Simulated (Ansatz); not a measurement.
System: fcc Ir. Method: r²SCAN (Ansatz, a program for electronic structure, plane waves, PAW).

Settings: plane-wave cutoff 600 eV, 16×16×16 k mesh, Fermi–Dirac smearing 0.1 eV, finite displacements, force constants from a 4×4×4 q mesh, no spin polarisation, scalar-relativistic PAW data made under PBE.

Q: Give the computed zero-point energy.

A: 
* **zero-point energy**: 0.026 eV/atom

Spin–orbit coupling is not included.
